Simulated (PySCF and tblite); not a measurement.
Values are calculated unless marked as measured or tabulated.
Furan, 2,5-dihydro-, C₄H₆O, numbered as in [CH:1]1=[CH:2][CH2:3][O:4][CH2:5]1.

The ensemble was built from 90 distance-geometry starts (ETKDG and KDG, MMFF94s, GFN2-xTB) and rests on PBE0-D3(BJ)/def2-SVP geometries. Free energies are PBE0-D3(BJ)/def2-TZVP single points with GFN2-xTB rigid-rotor and vibrational terms (modes under about 100 cm⁻¹ blended into free rotors). Symmetry numbers and mirror images are counted. Conformers within 3 kcal/mol (GFN2-xTB free energy) were kept, 8 at most. GIAO shieldings: B3LYP/pcSseg-2. Shifts are against TMS (¹H), TMS (¹³C) at the same level. Run with PySCF (density fitting) and tblite.

**Question.** List the conformer-averaged shifts at 298.15 K.

**Answer.** ¹H: 6.07 (H1/H2, 2H), 4.88 (H3/H5, 4H) ppm. ¹³C: 138.5 (C1/C2), 82.1 (C3/C5) ppm.

Shifts are unscaled: against experiment ¹³C can be off by 15 ppm or more and ¹H by 0.8 ppm.
